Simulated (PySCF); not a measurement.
Gas-phase reaction: BF3.NH3 → BF3 + 2 H + NH

Energies from PySCF (xtb for GFN2), thermal terms from the rigid-rotor harmonic-oscillator model, ideal gas at 1 bar. † marks an energy on the PBE0/def2-TZVP geometry and frequencies; other levels use their own. CCSD(T) freezes the core. 6-31G* has spherical d functions here. Open shells (unrestricted): H (multiplicity 2), NH (multiplicity 3); the rest are closed-shell singlets. GFN2 has no spin-polarisation term. Adducts (BF3.NH3) have no counterpoise correction, and HF, PBE, BLYP, B3LYP and PBE0 lack dispersion. BF3.NH3: computed as isolated molecules; such fragments, hydroxides, amides, oligomers or adducts are transient or little studied in the gas. CCSD(T) isn't extrapolated to the basis-set limit.

| level | ΔH°(298 K), kJ |
|---|---|
| BLYP/def2-TZVP† | [?] |
| CCSD(T)/def2-TZVPP† | 902 |
| GFN2-xTB | 1188 |
| HF/6-31G* | [?] |
| PBE/def2-TZVP† | 907 |
| PBE0/def2-QZVP† | 901 |
| PBE0/def2-SVP† | [?] |
| r2SCAN/def2-TZVP† | 902 |
| ωB97M-V/def2-TZVP† | [?] |
| ωB97X-V/def2-TZVP† | 917 |

Q: What belongs in the gaps?

A: 
- BLYP/def2-TZVP†, ΔH°(298 K), kJ: 880
- HF/6-31G*, ΔH°(298 K), kJ: 611
- PBE0/def2-SVP†, ΔH°(298 K), kJ: 913
- ωB97M-V/def2-TZVP†, ΔH°(298 K), kJ: 918
